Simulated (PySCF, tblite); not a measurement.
**BF₃H₂O, a complex of two parts: NMR shifts, interaction energy, infrared bands, spin-spin couplings and core binding energies**

The task here is to estimate one member of a computed series from the others.

Programs: tblite 0.8.0 and PySCF 2.14.0. All values are calculated, for the isolated system unless a continuum is named. Atoms count from 0, parts from 1.

## The system as given

7 atoms, charge 0, multiplicity 1; geometry: rigid parts in contact. Parts: 1 = atoms 0–3, `FB(F)F`, charge 0; 2 = atoms 4–6, `O`, charge 0.

Set-up of the first run:

The job: settings as JSON, then the geometry in Å.

```
{"job": {"kind": "dock", "xc": "GFN2-xTB", "basis": "xTB"}, "charge": 0, "multiplicity": 1, "parts": [{"atoms": "0-3", "charge": 0, "multiplicity": 1}, {"atoms": "4-6", "charge": 0, "multiplicity": 1}]}
F      0.481735     1.203988    -0.096644
B     -0.000014     0.000024    -0.000020
F      0.706557    -0.940473     0.554401
F     -1.188278    -0.263539    -0.457737
O     -0.878452     2.765464     1.705969
H     -1.660599     2.218157     1.613255
H     -0.431305     2.767673     0.857496
```

Level: GFN2-xTB search for minima from random contacts, gas phase.

On the command line:

```
> OMP_NUM_THREADS=1 python cluster_run.py task.json out
```

One launch serves the whole session: the jobs run in the order shown.

Steps of the session up to this table: Search for minima with GFN2-xTB; Relaxing the molecule at PBE0-D3(BJ)/def2-SVPD; Nuclear shieldings: PBE0/pcSseg-2; Coupled-cluster interaction energy: CCSD(T) and MP2.

One table of the session follows, with a row left open; its other results are not shown here.

It belongs to the step «Coupled-cluster interaction energy: CCSD(T) and MP2». 

```
                 method  interaction energy (kcal/mol)
         HF/aug-cc-pVDZ                         -21.99
        MP2/aug-cc-pVDZ                         -19.29
       CCSD/aug-cc-pVDZ                         -19.75
    CCSD(T)/aug-cc-pVDZ                         -19.41
         HF/aug-cc-pVQZ                              ?
        MP2/aug-cc-pVQZ                         -23.34
    SCS-MP2/aug-cc-pVQZ                         -22.10
      MP2, extrapolated                         -23.98
CCSD(T), limit estimate                         -24.10
```

Estimate the missing values for HF/aug-cc-pVQZ.

As computed: interaction energy (kcal/mol): -23.19. In the column «interaction energy (kcal/mol)» it lies between MP2/aug-cc-pVQZ (-23.34) and SCS-MP2/aug-cc-pVQZ (-22.10).

Caveats from the session: The interaction energy leaves out the deformation of the parts, 15.44 kcal/mol at MP2. So large a deformation means that a part is far from its own minimum, so a sum across the two methods would be rough.
